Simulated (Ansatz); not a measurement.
Question: Name a neutral molecule of C, F, N and H with HOMO–LUMO gap (B3LYP/def2-TZVPP) between 8.00 and 8.30 eV and LUMO energy (PBE0/def2-TZVPP) between 0.00 and 0.30 eV (Ansatz, PBE0-D4/def2-TZVP geometry).

Answer: `CC(=N)F` (8.10 eV, 0.22 eV). Other molecules can fit too; these were computed, each in one conformer that needn't be the lowest.

B3LYP here is the variant with VWN-RPA as its local correlation; programs differ in this.
